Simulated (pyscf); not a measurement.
H₃Si–SH + H₂N–SiH₃ → H₃Si–NH–SiH₃ + H₂S, a four-centre exchange (singlet surface; S–Si, H–N broken, N–Si, H–S formed). PySCF, gas phase, ωB97X-D3(BJ)/def2-SVP geometries. Energies in kcal/mol from the separated reactants.

AM1 to PM7: differences of heats of formation from MOPAC, which are fitted to 298 K values and so differ in kind from electronic energies by zero-point and thermal terms. 

**Question.** In single points AM1 puts the saddle at 15.5 kcal/mol and the reaction energy at -14.4 kcal/mol. Should these be trusted to within a few kcal/mol? Compare with ωB97M-D3(BJ)/def2-TZVP.

**Answer.** ωB97M-D3(BJ)/def2-TZVP gives ΔE‡ = 23.1 kcal/mol and ΔE = -0.1 kcal/mol. AM1 lies 7.6 kcal/mol under it in the barrier and 14.2 kcal/mol under it in the reaction energy, so on this step it does not hold to within 3.0 kcal/mol. ωB97M-D3(BJ)/def2-TZVP has limits of its own. On the reactant side the descent ends in a complex, 4.9 kcal/mol under the separated species and 27.4 kcal/mol under the saddle at ωB97X-D3(BJ)/def2-TZVP. This is the saddle that the search found; another between the same sides may lie lower.
